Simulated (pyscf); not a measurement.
PySCF, gas phase, ωB97X-D3(BJ)/def2-SVP geometries. Correlated levels are frozen-core, on RHF or UHF. ΔMP2 is the change of the MP2 total energy from the triple- to the quadruple-zeta basis.

SMILES: [InH3]
```xyz
4

In     0.6642    -0.2476     0.2377
H      1.6362     0.8130    -0.7193
H      1.0845    -0.5535     1.8856
H     -0.7270    -1.0040    -0.4538
```

How much does it cost (ΔH, 298 K, CCSD(T)/def2-TZVPP + ΔMP2(QZVPP)) to split InH₃ at its H–In bond into InH₂• + H•?

H–In to InH₂• + H•: 72.6 kcal/mol. The radicals are drawn with the spin at the cut bond; how far it spreads was not checked. The CCSD(T) − MP2 part came from Ansatz, without density fitting, on the same reference. The frozen core leaves the outer d or s,p core shells of the metals and heavy elements correlated in the MP2 and CC values, and def2-TZVPP describes them poorly, which can shift differences by a few kcal/mol. Elements past Kr carry the def2 core potentials, without spin-orbit coupling.
